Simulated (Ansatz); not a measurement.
Ansatz input

```yaml
crystal:
  lattice:
    - [0.0, 2.292043648, 2.292043648]
    - [2.292043648, 0.0, 2.292043648]
    - [2.292043648, 2.292043648, 0.0]
  atoms:
    - { symbol: Ce, position: [0.0, 0.0, 0.0], spin: 1.0 }
hamiltonian:
  xc: pbesol
  pseudopotentials:
    kind: paw
    azcp:
      Ce: "pseudopotentials/Ce.paw.azcp"
basis:
  ecutwfc: 420
  fft_grid_basis: typed
kpoints:
  mp_grid: { grid: [16, 16, 16], shift: [0, 0, 0] }
magnetization:
  spin_polarized: true
scf:
  occupations: { method: fermi_dirac, width: 0.05 }
```

Terminal output

```
Warning: the record states the generating functional pbe (its physics header spells it `PBE`), which answers neither for hamiltonian.xc's functional nor for the pbesol family's — results may be inconsistent (PPs are generated against a specific XC)
band count auto-derived: 16 (N_el = 12.0; filled up to band 6; 11 by the electrons, moments and atoms)
Engine: ansatz 0.2.0, aarch64-unknown-linux-gnu
Pseudopotentials: kind: paw
Pseudopotential: Ce, paw, valence charge 12, recommended cutoff 420 eV (normal) 
Functional definition: PBEsol
  exchange = pbesol_x
  correlation = pbesol_c
Crystal: 1 atoms, lattice volume = 24.082 Å³
Basis set: ecut = 420 eV, 459 PW (Γ)
Bands: 16, of which v1, the nominal top of the filled ones, is band 6 counted from 1 (5 counted from 0)
Symmetry: 48 space group operations
Space group: Fm-3m (ITA 225), of the structure as read, at distance tolerance 2.9e-5 Å
Magnetic group: BNS 225.116 (UNI 1618), of the structure as read, at distance tolerance 2.9e-5 Å
k-points: 145 of 4096
Non-local potential: Ce, projectors of the file, l = 0: 3, l = 1: 2, l = 2: 2, l = 3: 3
PAW form: soft (Blöchl's): semilocal exchange-correlation on the pseudo side does not see the compensation charge
PAW frozen core: Ce, regenerated for the run's functional, and the local potential with it (the file was generated under x = pbe(κ = 0.804, μ = 0.2195149727645171), c = pbe(β = 0.06672455060314922))
PAW one-centre angular grid: Ce, 590 points (default); XC on 64 Gauss nodes
Initial density: superposition of atomic densities (chi_scale 0.1, normalization cell)
Starting moments: Σ|m| = 1 μB on 1 of 1 site
Initial wavefunctions: pseudopotential atomic-orbital guess
Functional: x = pbesol(κ = 0.804, μ = 0.12345679012345678), c = pbesol(β = 0.046)
SCF iter   1: F=—  HF=-6486.842465 eV  |F-HF|=—  |Δ(HF+E_count)|=         —  Δρ=1.32e-1 (↑1.32e-1 ↓9.82e-2)  dr2=6.59e0  dr2_m=4.95e-1  M=0.114 μB ∫|m|=0.114 μB  β_m=0.30  ethr=3.10e-3  ⟨swp⟩=5.6  Hψ=25451  notcnv=0  defer=22
Mixer restart at iter 1: flushing history
SCF iter   2: F=—  HF=-6485.710095 eV  |F-HF|=—  |Δ(HF+E_count)|=    1.13e0  Δρ=8.99e-2 (↑8.99e-2 ↓6.91e-2)  dr2=2.87e0  dr2_m=2.50e-1  M=0.091 μB ∫|m|=0.091 μB  β_m=0.59  ethr=3.10e-3  ⟨swp⟩=3.4  Hψ=13956  notcnv=0  defer=367
SCF iter   3: F=—  HF=-6484.627684 eV  |F-HF|=—  |Δ(HF+E_count)|=    1.08e0  Δρ=1.19e-2 (↑7.13e-3 ↓1.19e-2)  dr2=2.74e-2  dr2_m=3.36e-3  M=0.033 μB ∫|m|=0.033 μB  β_m=0.79  ethr=3.10e-3  ⟨swp⟩=4.2  Hψ=14034  notcnv=0  defer=366
SCF iter   4: F=—  HF=-6484.793148 eV  |F-HF|=—  |Δ(HF+E_count)|=   1.65e-1  Δρ=3.90e-3 (↑2.04e-3 ↓3.90e-3)  dr2=8.09e-3  dr2_m=3.30e-4  M=0.014 μB ∫|m|=0.014 μB  β_m=0.90  ethr=2.29e-4  ⟨swp⟩=4.2  Hψ=15170  notcnv=0  defer=178
SCF iter   5: F=—  HF=-6484.839067 eV  |F-HF|=—  |Δ(HF+E_count)|=   4.59e-2  Δρ=1.61e-3 (↑1.41e-3 ↓1.61e-3)  dr2=9.48e-4  dr2_m=1.19e-5  M=0.007 μB ∫|m|=0.007 μB  β_m=0.95  ethr=6.74e-5  ⟨swp⟩=3.0  Hψ=11352  notcnv=0  defer=171
SCF iter   6: F=—  HF=-6484.852220 eV  |F-HF|=—  |Δ(HF+E_count)|=   1.32e-2  Δρ=1.28e-3 (↑9.57e-4 ↓1.28e-3)  dr2=1.01e-3  dr2_m=6.75e-6  M=0.001 μB ∫|m|=0.001 μB  β_m=0.97  ethr=7.90e-6  ⟨swp⟩=3.0  Hψ=10221  notcnv=0  defer=160
SCF iter   7: F=—  HF=-6484.856329 eV  |F-HF|=—  |Δ(HF+E_count)|=   4.11e-3  Δρ=2.88e-4 (↑1.75e-4 ↓2.88e-4)  dr2=4.61e-5  dr2_m=1.04e-6  M=-0.001 μB ∫|m|=0.001 μB  β_m=0.88  ethr=7.90e-6  ⟨swp⟩=3.0  Hψ=10751  notcnv=0  defer=159
SCF iter   8: F=—  HF=-6484.856315 eV  |F-HF|=—  |Δ(HF+E_count)|=   1.41e-5  Δρ=7.05e-5 (↑7.05e-5 ↓3.36e-5)  dr2=2.08e-6  dr2_m=1.14e-7  M=-0.000 μB ∫|m|=0.000 μB  β_m=0.94  ethr=3.84e-7  ⟨swp⟩=2.0  Hψ=8742  notcnv=0  defer=151
SCF iter   9: F=—  HF=-6484.856326 eV  |F-HF|=—  |Δ(HF+E_count)|=   1.04e-5  Δρ=3.25e-5 (↑3.25e-5 ↓1.37e-5)  dr2=2.61e-7  dr2_m=3.54e-8  M=-0.000 μB ∫|m|=0.000 μB  β_m=0.97  ethr=1.74e-8  ⟨swp⟩=2.0  Hψ=6754  notcnv=0  defer=151
SCF iter  10: F=—  HF=-6484.856327 eV  |F-HF|=—  |Δ(HF+E_count)|=   1.26e-6  Δρ=6.26e-6 (↑2.52e-6 ↓6.26e-6)  dr2=1.72e-8  dr2_m=1.09e-9  M=-0.000 μB ∫|m|=0.000 μB  β_m=0.98  ethr=2.18e-9  ⟨swp⟩=2.1  Hψ=6830  notcnv=0  defer=151
iter 11 did not close the SCF: its close was put off for a magnetic moment that had not settled (scf_convergence_deferred on its scf_iter line)
SCF iter  11: F=-6484.856327 eV  HF=-6484.856327 eV  |F-HF|=6.33e-10  |Δ(HF+E_count)|=   7.11e-9  Δρ=1.15e-6 (↑6.47e-7 ↓1.15e-6)  dr2=6.64e-10  dr2_m=2.06e-11  M=-0.000 μB ∫|m|=0.000 μB  β_m=0.99  ethr=1.43e-10  ⟨swp⟩=4.1  Hψ=21551  notcnv=0
SCF iter  12: F=-6484.856327 eV  HF=-6484.856327 eV  |F-HF|=1.92e-10  |Δ(HF+E_count)|=  6.73e-11  Δρ=5.13e-7 (↑4.95e-7 ↓5.13e-7)  dr2=2.12e-10  dr2_m=5.92e-14  M=-0.000 μB ∫|m|=0.000 μB  ethr=5.53e-12  ⟨swp⟩=1.7  Hψ=10855  notcnv=0
SCF 1 converged in 12 iterations: F = -6484.856327 eV  dr2 = 2.12e-10
WARN: the starting moments were not kept: the SCF closed with an absolute magnetisation of 5.7e-7 μB, where they sum to 1 μB in size (1 site). That is at most 0.1 of that sum. Measured as dr2_m measures the in/out step, that magnetisation stands 1.4e-13 eV from none, at or under the dr2_threshold of 1.0e-7 eV: it is no larger than a step whose dr2_m would equal this threshold. The system may hold no moment; this SCF shows only that its start led to no more than that. To try another start: raise the starting moments (crystal.atoms[].spin, magnetization.per_species, magnetization.initial_magnetization, or on a non-collinear deck that types none of these the spinor_matrix: blocks that start its atoms; where the total moment is fixed, keep their sum and leave initial_magnetization as it is; typed ones take the place of any that the run laid by itself, positive ones on a crystal's lanthanoids without a Hubbard term where scf.initial_density.shell_occupations: [] is typed) or, if the notice of its spin-set hold's release reads "site moments contracting" or "site moments show no strong build", lengthen the hold (scf.mixing.spin_hold: { on: { confirm: 4 } }; for m-r²SCAN on two components see the key's manual first). Each may lead to a state that holds a moment. A second SCF, from the converged charge density, with the starting moments and any scf.initial_density.shell_occupations laid on it anew, would have followed, and was not run: the deck does not ask for one (magnetization.retry_lost_moments is false, the default). To let it run, set magnetization.retry_lost_moments: true and run the deck again, where that key's refused combinations let it; where memory then withholds it, that run's warning says so.
SCF converged after 12 iterations
Magnetization: -0.0000 μB (6.0000 up, 6.0000 down)
Absolute magnetization: 0.0000 μB (∫|ρ↑−ρ↓|, with the PAW one-centre terms)
Spin contamination: 0.0000 ħ² per cell (⟨S²⟩ above its minimum at these occupations)
Per-site moments (μB) at R_I (Å): [(-4.4565480843548796e-7, 1.3370936751779905)]
Free energy (F): -6484.856327 eV
Harris-Foulkes:  -6484.856327 eV  (|F-HF|=1.92e-10)
Internal energy: -6484.837408 eV  (E = F + TS)
E sigma→0 (E₀):  -6484.846867 eV
Entropy (-TS):   -0.018919 eV (-18.919 meV/atom)
Fermi energy:    18.049881 eV
--- Per-component energies (eV) ---
  E_band       = 40.606157
  E_kinetic    = 376.016796
  E_local      = -264.290656  (includes V_loc(G=0)·N_el)
  E_nonlocal   = -38.767934
  E_hartree    = 92.274085
  E_xc         = -223.547721
  E_vxc        = -249.760886  (∫ρ·V_xc dr)
  E_paw        = -5389.798569  (= ΣΔE_a)
  E_vpaw       = 32.860445  (= ΣTr[D̂ρ^β])
  E_aug_tail   = 0.000000  (compensation charges beyond the density's cutoff)
  E_ewald      = -1036.949705
  E_core_change = 0.226296  (= ΣΔE_core)
  E_smearing   = -0.018919  (= −TS)
  E_closure    = 0.000000  (closes the sum)
  Σ components = -6484.856327   (vs F -6484.856327, Δ=0.00e0)
```

Open f shells have many self-consistent states, so the state found may not be the lowest.
